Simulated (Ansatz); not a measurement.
# bcc Ta

Calculation: LDA (Ansatz, a quantum-chemistry and plane-wave program, plane waves, PAW).

Run with plane-wave cutoff 500 eV, 20×20×1 k mesh (along the axes of the cell as run), Fermi–Dirac smearing 0.1 eV, scalar-relativistic PAW data made under PBE.

Cell: relaxed at this level.

| Property | Value |
|---|---|
| surface energy of the (110) face | 2.67 J/m² |
| work function of the (110) face | 4.97 eV |

The slab of 6 atoms is relaxed and unreconstructed.

Spin–orbit coupling is not included.

The computed numbers hold no vibrational or temperature effects.
